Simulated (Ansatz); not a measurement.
Basis-set extrapolation for `N=C(F)F` (PBE0-D4/def2-TZVP geometry, frozen core, Ansatz). Multiplicity 1, RHF reference.

|  | def2-TZVPP | def2-QZVPP |
| --- | --- | --- |
| HF | -291.890059 | -291.902798 |
| MP2 correlation | -0.846397 | -0.918778 |
| CCSD(T) correlation | -0.883210 | not run |

Energies in hartree. Use E(X) = E(∞) + A·exp(−7.88·√X) for Hartree–Fock and E(X) = E(∞) + B·X^(−2.97) for correlation, with X = 3 and 4, and add CCSD(T) minus MP2 of the smaller set to the MP2 limit.

Task: What is the CCSD(T) energy at the basis-set limit?

Result: HF limit: -291.902798 + (-0.012739) × 0.13774 = -291.90455. MP2 limit: -0.918778 + (-0.072381) × 0.74074 = -0.97239. Higher-order term: -0.883210 − (-0.846397) = -0.03681. Total: -292.91375 hartree, 368.8 kJ/mol below CCSD(T)/def2-TZVPP.
